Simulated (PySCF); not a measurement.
Pentacarbon monoxide, C5O.
SMILES: `[C-]#CC#CC#[O+]`

Level: CAM-B3LYP/def2-SVPD in PySCF, non-relativistic, on one gas-phase PBE0-D3(BJ)/def2-SVP geometry that isn't relaxed in the solvent. The solvent is an IEF-PCM continuum (van der Waals radii × 1.2), and excitations are vertical TDDFT with non-equilibrium linear response and a frozen core. The model holds no explicit solvent molecules, cavitation or dispersion.

Gas-phase singlets (H = HOMO, L = LUMO):

```json
{"state": "S1", "E (eV)": "2.536", "λ (nm)": "489", "f": "0.000", "leading configurations": "H→L 49%, H-1→L+1 49%"}
{"state": "S2", "E (eV)": "2.735", "λ (nm)": "453", "f": "0.000", "leading configurations": "H-1→L+1 36%, H→L 36%, H-1→L 14%"}
{"state": "S3", "E (eV)": "2.735", "λ (nm)": "453", "f": "0.000", "leading configurations": "H→L+1 36%, H-1→L 36%, H-1→L+1 14%"}
{"state": "S4", "E (eV)": "3.914", "λ (nm)": "317", "f": "0.011", "leading configurations": "H-2→L+1 69%, H-2→L 27%"}
{"state": "S5", "E (eV)": "3.914", "λ (nm)": "317", "f": "0.011", "leading configurations": "H-2→L 69%, H-2→L+1 27%"}
```

Question: Give the list for benzene (ε = 2.271), n² = 2.25.

Answer: 
```
state  E (eV)  λ (nm)      f  leading configurations  change by rank (eV)
   S1   2.545     487  0.000    H→L 48%, H-1→L+1 48%               +0.009
   S2   2.733     454  0.000    H→L+1 48%, H-1→L 48%               -0.002
   S3   2.733     454  0.000    H-1→L+1 48%, H→L 48%               -0.002
   S4   4.051     306  0.015  H-2→L+1 85%, H-2→L 11%               +0.137
   S5   4.051     306  0.015  H-2→L 85%, H-2→L+1 11%               +0.137
```

Question: How do the frontier levels move from gas to benzene?

Answer: 
| orbital | gas (eV) | solvent (eV) | change (eV) |
| --- | --- | --- | --- |
| LUMO+2 | 0.59 | 0.79 | +0.20 |
| LUMO+1 | -2.92 | -2.82 | +0.10 |
| LUMO | -2.92 | -2.82 | +0.10 |
| HOMO | -9.54 | -9.45 | +0.09 |
| HOMO-1 | -9.54 | -9.45 | +0.09 |
| HOMO-2 | -10.15 | -10.21 | -0.06 |
| HOMO-3 | -12.93 | -12.80 | +0.13 |

The HOMO–LUMO gap goes from 6.62 to 6.63 eV.

Hardware: Arm Neoverse V1, one thread, shared host. Cost: 6.5 s of wall time, 0.55 GiB resident at most. This is the whole response run at CAM-B3LYP/def2-SVPD in benzene, SCF included.
